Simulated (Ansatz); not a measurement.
# Could SiO2 exist in this structure?

Plane-wave DFT in Ansatz with scalar-relativistic PAW potentials. The crystal relaxes under LDA to P4_32_12 with a = 4.941 Å, c = 6.860 Å, 13.95 Å³/atom. No spin polarisation.

```yaml
crystal:
  lattice:
    - [4.94053, 0.00000, 0.00000]
    - [0.00000, 4.94053, 0.00000]
    - [0.00000, 0.00000, 6.85960]
  atoms:
    - { symbol: Si, position: [0.80486, 0.80486, 0.50000] }
    - { symbol: Si, position: [0.69514, 0.30486, 0.25000] }
    - { symbol: Si, position: [0.19514, 0.19514, 0.00000] }
    - { symbol: Si, position: [0.30486, 0.69514, 0.75000] }
    - { symbol: O, position: [0.26289, 0.38577, 0.81620] }
    - { symbol: O, position: [0.11423, 0.76289, 0.56620] }
    - { symbol: O, position: [0.73711, 0.61423, 0.31620] }
    - { symbol: O, position: [0.88577, 0.23711, 0.06620] }
    - { symbol: O, position: [0.76289, 0.11423, 0.43380] }
    - { symbol: O, position: [0.61423, 0.73711, 0.68380] }
    - { symbol: O, position: [0.23711, 0.88577, 0.93380] }
    - { symbol: O, position: [0.38577, 0.26289, 0.18380] }
```

Question: Test it against the elements, against displacements at the zone centre and against strain.

Answer:
- Energy over the elements: -3.111 eV/atom (LDA, standard states in the same functional, gases uncorrected)
- Optical modes at Γ: all 33 real, 46 to 1189 cm⁻¹ (LDA, without the LO-TO term)
- Least eigenvalue of the elastic tensor: 25 GPa (LDA)

It passes all three tests. So it is a local minimum against everything tried and bound against the elements. Modes at other wave vectors, other structures and decomposition into other compounds weren't tested here.

This form isn't the usual stable structure of the compound.